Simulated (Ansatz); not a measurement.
Rock-salt HfN was calculated with PBEsol (plane waves, PAW; Ansatz, a program for electronic structure).

Run with plane-wave cutoff 520 eV, 22×22×22 k mesh, Fermi–Dirac smearing 0.05 eV, scalar-relativistic PAW data made under PBE.

A third-order Birch–Murnaghan fit to the energies gives V0 = 11.400 Å³/atom, B0 = 284 GPa, B′ = 4.3.

```json
[
 {"V (Å³/atom)": "10.715", "P (GPa)": "20.08"},
 {"V (Å³/atom)": "10.943", "P (GPa)": "12.67"},
 {"V (Å³/atom)": "11.171", "P (GPa)": "[?]"},
 {"V (Å³/atom)": "11.399", "P (GPa)": "0.01"},
 {"V (Å³/atom)": "11.627", "P (GPa)": "[?]"},
 {"V (Å³/atom)": "11.855", "P (GPa)": "[?]"},
 {"V (Å³/atom)": "12.083", "P (GPa)": "-14.61"}
]
```

Question: Estimate the withheld pressures from this fit; the answers are the runs' own values.

Answer: 
- 11.171, P (GPa): 6.01
- 11.627, P (GPa): -5.38
- 11.855, P (GPa): -10.24

The formula P = (3/2) B0 (x^(7/3) − x^(5/3)) [1 + (3/4)(B′ − 4)(x^(2/3) − 1)] with x = V0/V meets the computed pressures within 0.04 GPa when these rounded values are put in.

Measured, for comparison: bulk modulus 260 GPa (room temperature, not corrected to a static lattice, sources range from 260 to 306; as tabulated in Synthesis of Binary Transition Metal Nitrides, Carbides and Borides from the …); equilibrium volume per atom 11.57 Å³/atom (room temperature, not corrected to a static lattice; as tabulated in Seo, Lee, Wen, Petrov, Greene, Gall, J. Appl. Phys. 96, 878 (2004)). Computed less measured: bulk modulus +9 % (inside the range of the sources held), equilibrium volume per atom -1.5 %. A static lattice is as a rule a little smaller and stiffer than an uncorrected measurement, which can account for part of this in the equilibrium volume per atom.

Spin–orbit coupling is not included.

It cost very roughly 100 core-seconds of CPU time.
